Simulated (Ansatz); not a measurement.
`CC[SiH3]` + NH₃ → `NC[SiH3]` + CH₄ at 700 K and 1 bar (substitution at a C–C bond).

Isolated molecules relaxed with PBE0-D4/def2-TZVP in Ansatz; ΔE leaves out vibrations. CCSD(T)/CBS adds triple-zeta CCSD(T) − MP2 to the extrapolated MP2 energy (def2 sets, frozen cores). This one scheme is used for every species. Each species was taken in one conformer, which may not be the lowest.

| species | CCSD(T)/CBS energy (Eh) | H − E (kJ/mol) | S (J/(mol·K)) |
| --- | --- | --- | --- |
| `CC[SiH3]` | -369.99568 | 302.8 | 400.3 |
| NH₃ | -56.50880 | 116.9 | 226.5 |
| `NC[SiH3]` | -386.02732 | 271.9 | 392.4 |
| CH₄ | -40.46206 | 145.9 | 224.0 |

H − E and S are ideal-gas, rigid-rotor, harmonic terms from PBE0-D4/def2-TZVP, for one conformer and one mirror image of each species. 1 Eh = 2625.50 kJ/mol, R = 8.31446 J/(mol·K).

Problem. By hand: ΔE, ΔH, ΔS and ΔG.

Solution. ΔE = (-386.02732) + (-40.46206) − (-369.99568) − (-56.50880) = 0.01510 Eh = 39.6 kJ/mol. Δ(H − E) = 271.9 + 145.9 − 302.8 − 116.9 = -1.9, so ΔH = 37.7 kJ/mol. ΔS = 392.4 + 224.0 − 400.3 − 226.5 = -10.4 J/(mol·K). ΔG = 37.7 − 700 × (-10.4)/1000 = 45.0 kJ/mol.

Problem. By hand: the equilibrium constant, and the temperature at which ΔG would vanish if ΔH and ΔS stayed fixed.

Solution. log₁₀ K = −ΔG/(RT ln 10) = -3.4. ΔH and −TΔS have one sign here, so there is no such temperature.

The number of gas molecules stays the same, so ΔS is small and ΔH decides. A doubt of 5 kJ/mol in ΔE shifts log₁₀ K by 0.4 here. Other conformers and mirror images would add mixing entropy, several J/(mol·K) or more a flexible species. These are equilibria of isolated gas molecules and say nothing of rates. Largest T1 diagnostic: 0.010 (customary marks: 0.02 for closed shells, 0.045 for open ones).

ΔS is within the doubt of such terms, so its sign, and with it that verdict, could turn.
